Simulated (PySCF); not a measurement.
**C₄H₄O₂: geometry, NMR shifts, spin-spin couplings and electronic excitations**

Wanted: the NMR shifts, spin-spin couplings and electronic excitations of C₄H₄O₂ (`Oc1ccco1`), by calculation.

The runs use PySCF 2.14.0, with density-fitted response routines of our own; the level of theory stands in each step. All values are computed, except where a source is named. Atoms are numbered from 0 throughout.

## Step 1: The starting structure

10 atoms, charge 0, multiplicity 1; geometry from: GFN2-xTB.

Bonds of the start (Å): O0–C1 1.34, C1–C2 1.36, C2–C3 1.42, C3–C4 1.35, C4–O5 1.36, O5–C1 1.35, O0–H6 0.97, C2–H7 1.07, C3–H8 1.07, C4–H9 1.07.

## Step 2: Optimising the geometry at PBE0-D3(BJ)/def2-SVP

The job: settings as JSON, then the geometry in Å.

```
{"job": {"xc": "PBE0", "basis": "def2-SVP", "d3": "d3bj", "grid": 1, "kind": "geom"}, "charge": 0, "multiplicity": 1}
O      2.181279    -0.143723    -0.533846
C      0.879528    -0.041567    -0.218396
C      0.077223     1.053261    -0.125353
C     -1.199947     0.551171     0.243604
C     -1.074544    -0.793802     0.345221
O      0.200798    -1.169598     0.062554
H      2.435907    -1.074506    -0.502909
H      0.359001     2.069564    -0.296623
H     -2.086686     1.127455     0.407954
H     -1.763676    -1.573600     0.595267
```

**Question.** This job is followed by: GIAO PBE0/pcSseg-1 NMR shielding, non-relativistic, gas phase; B3LYP/pcJ-1 indirect spin-spin coupling, non-relativistic, gas phase; TDDFT PBE0/def2-SVPD, vertical, gas phase, core orbitals frozen in the response; GIAO KT3/pcSseg-2 NMR shielding, non-relativistic, gas phase. Predict these results of the whole session: point group; rotational constants (main isotopes); 13C shifts against TMS (PBE0/pcSseg-1); 1H shifts against TMS (PBE0/pcSseg-1); 17O shifts against H2O (PBE0/pcSseg-1); largest coupling of the table (B3LYP/pcJ-1); lowest singlet (PBE0/def2-SVPD); brightest single state of those computed; lowest triplet; vertical ionisation energy (ΔSCF); range of the shift of O5.

**Answer**, as computed:

| quantity | value |
| --- | --- |
| point group | Cs |
| rotational constants (main isotopes) | 9.17, 3.80, 2.69 GHz |
| 13C shifts against TMS (PBE0/pcSseg-1) | 162.7, 132.9, 119.3, 82.8 ppm |
| 1H shifts against TMS (PBE0/pcSseg-1) | 6.68, 6.43, 5.31, 4.31 ppm |
| 17O shifts against H2O (PBE0/pcSseg-1) | 280.5, 106.4 ppm |
| largest coupling of the table (B3LYP/pcJ-1) | 1J(C,H) C4–H9, 217.1 Hz |
| lowest singlet (PBE0/def2-SVPD) | 5.30 eV (234 nm), f = 0.001 |
| brightest single state of those computed | state 2, 5.96 eV, f = 0.172 |
| lowest triplet | 3.91 eV |
| vertical ionisation energy (ΔSCF) | 8.18 eV |
| range of the shift of O5 | 270.3 to 280.5 ppm |

In words: Over 4 steps the energy fell by 0.033 eV; of the close pairs, C3–H8 changed most, 1.070 to 1.088 Å. No frequency check was run at this level, so the end point may be a saddle. At PBE0/pcSseg-1: The largest span, 239 ppm, is at O5, where the paramagnetic term is -347 ppm. In the run at B3LYP/pcJ-1, the largest coupling of the table is C4–H9, 217.1 Hz, of which the Fermi-contact term gives 216.3 Hz. The lowest singlet, at 5.30 eV, is HOMO→LUMO 0.99 and is dark; of the 10 states computed, the strongest absorption comes from state 2 at 5.96 eV. The lowest triplet lies 1.39 eV below the lowest singlet (triplets in Tamm-Dancoff, singlets in full TDDFT). The orbital energy would give 6.05 eV for ionisation, ΔSCF gives 8.18 eV. Across the 2 runs the shift of O5 moves most, between 270.3 (KT3/pcSseg-2) and 280.5 ppm (PBE0/pcSseg-1). Most of that comes from the computed reference, not from the atom's own shielding.
